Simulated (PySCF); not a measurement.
**H2O, singlet: reading a ladder of total energies**

Geometry: MP2(full)/6-31G*, from the G2/97 set.

```xyz
3

O     0.0000    0.0000    0.0667
H     0.0000    0.7632   -0.5296
H     0.0000   -0.7632   -0.5296
```

Basis 6-31G* (Cartesian d functions); PySCF 2.14.0. Only valence electrons are correlated (noble-gas cores frozen), which leaves 8 electrons in 18 orbitals. Prefix R: restricted or restricted open-shell reference.

Full CI is exact within this basis and frozen core; it isn't the basis-set limit.

```csv
level,total energy (hartree)
RHF,-76.009809
RMP2,-76.196848
RCCSD,-76.205922
RCCSD(T),-76.207840
RCCSDT,-76.207967
RCCSDT(Q),-76.208526
full CI,-76.208515
```

Question: What is the correlation energy at full CI, and what share of it do RMP2 and RCCSD recover?

Answer: E(corr) = -76.208515 − (-76.009809) = -0.198706 hartree = -5.407 eV. RMP2: -0.187039 / -0.198706 = 94.13 %. RCCSD: -0.196113 / -0.198706 = 98.70 %.

Question: By how many kcal/mol does RCCSD(T) miss full CI (1 hartree = 627.509 kcal/mol), and which steps make up the rest?

Answer: -76.207840 − (-76.208515) = 0.000675 hartree = 0.42 kcal/mol. Steps: RCCSDT − RCCSD(T) = -0.08, RCCSDT(Q) − RCCSDT = -0.35, full CI − RCCSDT(Q) = 0.01 kcal/mol. That is within 1 kcal/mol of the reference in this basis, which itself misses far more of the correlation at the basis-set limit.
